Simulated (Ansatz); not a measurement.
Process, species as SMILES: N#N (N2) + H+ → N#[NH+]
B3LYP-D3(BJ)/def2-TZVP geometries, fixed; electronic energies without zero-point terms; positive where energy is released.

Effect of a fitting basis named in the input at MP2/def2-TZVPP with Ansatz (an electronic-structure program), against the last row, where the proton affinity is 122.44 kcal/mol. Cores are frozen. The default fits or decomposes integrals by the program's own choice; accuracy: high also tightens integrals, grids and stops.

```json
[
 {"setting": "fitting: def2-universal-jkfit and def2-SVP-RIFIT", "largest shift of a total energy (mEh)": "-2.199", "shift of the proton affinity (kcal/mol)": "-0.255"},
 {"setting": "fitting: def2-universal-jkfit and cc-pVDZ-RIFIT", "largest shift of a total energy (mEh)": "-1.357", "shift of the proton affinity (kcal/mol)": "-0.118"},
 {"setting": "fitting: def2-universal-jkfit and cc-pVTZ-RIFIT", "largest shift of a total energy (mEh)": "0.098", "shift of the proton affinity (kcal/mol)": "0.004"},
 {"setting": "fitting: def2-universal-jkfit and aug-cc-pVTZ-RIFIT", "largest shift of a total energy (mEh)": "0.079", "shift of the proton affinity (kcal/mol)": "0.002"},
 {"setting": "fitting: def2-universal-jkfit and cc-pVQZ-RIFIT", "largest shift of a total energy (mEh)": "0.098", "shift of the proton affinity (kcal/mol)": "0.006"},
 {"setting": "fitting: def2-universal-jkfit and aug-cc-pVQZ-RIFIT", "largest shift of a total energy (mEh)": "0.089", "shift of the proton affinity (kcal/mol)": "0.003"},
 {"setting": "accuracy: high", "largest shift of a total energy (mEh)": "-0.001", "shift of the proton affinity (kcal/mol)": "0.000"},
 {"setting": "accuracy: medium (default)", "largest shift of a total energy (mEh)": "0.000", "shift of the proton affinity (kcal/mol)": "0.000"}
]
```

Within 0.05 kcal/mol in the proton affinity: fitting: def2-universal-jkfit and cc-pVTZ-RIFIT; fitting: def2-universal-jkfit and aug-cc-pVTZ-RIFIT; fitting: def2-universal-jkfit and cc-pVQZ-RIFIT; fitting: def2-universal-jkfit and aug-cc-pVQZ-RIFIT; accuracy: high. The largest shift is 2.199 mEh in a total energy and 0.255 kcal/mol in the difference.
